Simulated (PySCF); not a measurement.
C6H11 (doublet state).
Geometry (GFN2-xTB, Å), atoms numbered from 1 in this order:
```xyz
17
C6H11 angstrom
C     -1.588    0.735    0.655
C     -0.524   -0.268    0.214
C     -1.005   -1.085   -0.983
C      0.764    0.464   -0.130
C      1.729    0.825    0.906
C      2.089   -0.271    0.008
H     -2.510    0.221    0.916
H     -1.802    1.440   -0.147
H     -1.244    1.294    1.522
H     -0.321   -0.949    1.048
H     -1.919   -1.620   -0.738
H     -0.249   -1.809   -1.280
H     -1.205   -0.432   -1.831
H      0.636    1.145   -0.971
H      2.223    1.742    1.144
H      2.041   -1.286    0.381
H      2.879   -0.134   -0.725
```

The hyperfine couplings belong to this conformer and change with its torsions.

As a line formula: `CC(C)[C@H]1[CH]C1` [radical].

The calculation used UKS B3LYP, pcH-1 on C H, non-relativistic, mean-field spin-orbit, GIAO in PySCF. One conformer (not necessarily the lowest) at the GFN2-xTB geometry, without solvent, vibrations or thermal averaging. Couplings are sensitive to structure, and on GFN2-xTB geometries they can be far from those on DFT ones. The SCF solution wasn't tested for stability.

(1) Break the g tensor into its mass correction, gauge correction and orbital-Zeeman/spin–orbit terms.

(2) What effective moment and Curie constant follow for a powder?

(3) What are the electron Larmor frequencies g μB B/h along the three axes at 3350 mT?

(4) At 34.121 GHz, how far is the centre of the isotropic spectrum from where a free electron (g = 2.002319) resonates?

(5) In a frozen sample, at which fields do the three g values resonate at 9.5, 34, 94 and 263 GHz (hyperfine left aside), and which band first spreads them over more than twice a line width of 0.5 mT?

Answers

(1) 
```
                    Δg (ppm)     1     2     3
relativistic mass correction  -142  -142  -142
            gauge correction    23     3    17
   orbital Zeeman/spin–orbit     3   632   920
                       total  -116   492   795
```

So g = 2.00220, 2.00281, 2.00311 and g_iso = 2.00271; the tensor is rhombic: the two nearest values differ by 33 % of g3 − g1. Axes: g3 points within 13° of the C5–H15 bond.

(2) With the mean of g² = 4.0108 and S(S+1) = 0.75: μ_eff = √(⟨g²⟩S(S+1)) = 1.734 μB and χT = 0.12505·⟨g²⟩·S(S+1) = 0.376 cm³ K/mol (cgs; spin-Hamiltonian part alone).

(3) 93.8781, 93.9067, 93.9209 GHz for g1, g2 and g3, a range of 42.7 MHz.

(4) B = hν/(g μB) with μB/h = 13.99624 MHz/mT gives 1217.52 mT for the free electron and 1217.28 mT at g_iso, 0.24 mT lower.

(5) 
```
band    GHz  B(g3) mT  B(g2) mT  B(g1) mT  spread mT
   X    9.5    338.85    338.90    339.00       0.15
   Q   34.0   1212.72   1212.91   1213.28       0.55
   W   94.0   3352.82   3353.33   3354.35       1.53
   J  263.0   9380.77   9382.19   9385.04       4.27
```

The spread grows in proportion to the frequency. W band is the first where it exceeds 1.0 mT.

The largest Mulliken spin population is on C5 (+0.97). The angles at C5 add up to 327.0°, so it is pyramidal.

The HOMO–LUMO gaps are 7.34 eV among the α and 5.96 eV among the β orbitals.
